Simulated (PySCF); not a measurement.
C₄H₇F.
Bonds: F1–C2, C2–C3, C3–C4, C4–C5, C2–C5. Hydrogens: H6 on C2; H7, H8 on C3; H9, H10 on C4; H11, H12 on C5.

The same species was optimised twice, with GFN2-xTB and with PBE0-D3(BJ)/def2-SVP (PySCF), and the same property calculations (PySCF, gas phase) were run on both structures.

```json
{"coordinate": "C3–H7 (Å)", "GFN2-xTB": "1.087", "PBE0-D3(BJ)/def2-SVP": "1.101", "change": "+0.014"}
{"coordinate": "C5–H11 (Å)", "GFN2-xTB": "1.088", "PBE0-D3(BJ)/def2-SVP": "1.101", "change": "+0.013"}
{"coordinate": "C4–H10 (Å)", "GFN2-xTB": "1.087", "PBE0-D3(BJ)/def2-SVP": "1.100", "change": "+0.013"}
{"coordinate": "C3–H8 (Å)", "GFN2-xTB": "1.087", "PBE0-D3(BJ)/def2-SVP": "1.100", "change": "+0.013"}
{"coordinate": "C5–H12 (Å)", "GFN2-xTB": "1.087", "PBE0-D3(BJ)/def2-SVP": "1.100", "change": "+0.013"}
{"coordinate": "C4–H9 (Å)", "GFN2-xTB": "1.087", "PBE0-D3(BJ)/def2-SVP": "1.099", "change": "+0.012"}
{"coordinate": "C2–H6 (Å)", "GFN2-xTB": "1.093", "PBE0-D3(BJ)/def2-SVP": "1.104", "change": "+0.011"}
{"coordinate": "F1–C2 (Å)", "GFN2-xTB": "1.375", "PBE0-D3(BJ)/def2-SVP": "1.366", "change": "-0.009"}
{"coordinate": "C4–C5 (Å)", "GFN2-xTB": "1.538", "PBE0-D3(BJ)/def2-SVP": "1.542", "change": "+0.004"}
{"coordinate": "C3–C4 (Å)", "GFN2-xTB": "1.538", "PBE0-D3(BJ)/def2-SVP": "1.542", "change": "+0.004"}
{"coordinate": "C2–C3 (Å)", "GFN2-xTB": "1.532", "PBE0-D3(BJ)/def2-SVP": "1.528", "change": "-0.004"}
{"coordinate": "C2–C5 (Å)", "GFN2-xTB": "1.532", "PBE0-D3(BJ)/def2-SVP": "1.528", "change": "-0.004"}
{"coordinate": "C5–C2–H6 (°)", "GFN2-xTB": "115.3", "PBE0-D3(BJ)/def2-SVP": "112.0", "change": "-3.3"}
{"coordinate": "C3–C2–H6 (°)", "GFN2-xTB": "115.1", "PBE0-D3(BJ)/def2-SVP": "112.0", "change": "-3.1"}
{"coordinate": "C2–C3–H8 (°)", "GFN2-xTB": "116.1", "PBE0-D3(BJ)/def2-SVP": "118.8", "change": "+2.7"}
{"coordinate": "C4–C5–H12 (°)", "GFN2-xTB": "116.9", "PBE0-D3(BJ)/def2-SVP": "119.5", "change": "+2.6"}
{"coordinate": "C4–C3–H8 (°)", "GFN2-xTB": "117.0", "PBE0-D3(BJ)/def2-SVP": "119.5", "change": "+2.5"}
{"coordinate": "C2–C5–H12 (°)", "GFN2-xTB": "116.3", "PBE0-D3(BJ)/def2-SVP": "118.8", "change": "+2.5"}
{"coordinate": "F1–C2–C5 (°)", "GFN2-xTB": "115.0", "PBE0-D3(BJ)/def2-SVP": "117.3", "change": "+2.3"}
{"coordinate": "F1–C2–C3 (°)", "GFN2-xTB": "115.1", "PBE0-D3(BJ)/def2-SVP": "117.3", "change": "+2.2"}
```

Rotational constants: A = 10068, B = 4393, C = 3495 MHz (GFN2-xTB) against A = 10366, B = 4322, C = 3440 MHz (PBE0-D3(BJ)/def2-SVP). Point groups within 0.08 Å: Cs and Cs. Atoms that the bonding makes alike are paired by their places after alignment.

On the GFN2-xTB structure: lowest singlet, TDDFT (eV) 8.49 [CAM-B3LYP/def2-SVPD]; isotropic polarisability (au) 46.4 [CAM-B3LYP/def2-SVPD]; HOMO (eV) -10.15 [CAM-B3LYP/def2-SVPD]; LUMO (eV) 1.46 [CAM-B3LYP/def2-SVPD]; dipole (D) 1.98 [CAM-B3LYP/def2-SVPD]; HOMO (eV) -8.62 [PBE0/pcSseg-1]; LUMO (eV) 1.38 [PBE0/pcSseg-1]; dipole (D) 1.81 [PBE0/pcSseg-1]; GIAO shielding of F1 (ppm) 351.0 [PBE0/pcSseg-1]; GIAO shielding of C2 (ppm) 97.6 [PBE0/pcSseg-1]; GIAO shielding of C3/C5 (mean) (ppm) 154.7 [PBE0/pcSseg-1]; GIAO shielding of C4 (ppm) 175.2 [PBE0/pcSseg-1].

Problem. What do these properties become on the PBE0-D3(BJ)/def2-SVP structure?

Solution. 
```tsv
property	level	on GFN2-xTB	on PBE0-D3(BJ)/def2-SVP	change
lowest singlet, TDDFT (eV)	CAM-B3LYP/def2-SVPD	8.49	8.57	+0.08
isotropic polarisability (au)	CAM-B3LYP/def2-SVPD	46.4	47.3	+0.9
HOMO (eV)	CAM-B3LYP/def2-SVPD	-10.15	-10.20	-0.05
LUMO (eV)	CAM-B3LYP/def2-SVPD	1.46	1.44	-0.02
dipole (D)	CAM-B3LYP/def2-SVPD	1.98	1.96	-0.02
energy, GFN2-xTB geometry as zero (kcal/mol)	CAM-B3LYP/def2-SVPD	0.0	-0.7	-0.7
HOMO (eV)	PBE0/pcSseg-1	-8.62	-8.67	-0.05
LUMO (eV)	PBE0/pcSseg-1	1.38	1.41	+0.03
dipole (D)	PBE0/pcSseg-1	1.81	1.78	-0.03
energy, GFN2-xTB geometry as zero (kcal/mol)	PBE0/pcSseg-1	0.0	-1.0	-1.0
GIAO shielding of F1 (ppm)	PBE0/pcSseg-1	351.0	351.2	+0.2
GIAO shielding of C2 (ppm)	PBE0/pcSseg-1	97.6	99.1	+1.5
GIAO shielding of C3/C5 (mean) (ppm)	PBE0/pcSseg-1	154.7	151.1	-3.6
GIAO shielding of C4 (ppm)	PBE0/pcSseg-1	175.2	173.0	-2.2
```

The heavy atoms differ by 0.086 Å rms after alignment. Among all bonds C3–H7, C3–H8, C4–H10, C5–H11 and C5–H12 change most and about equally (+0.013 to +0.014 Å). Changes are differences of the printed values. Neither structure is proved a minimum here.
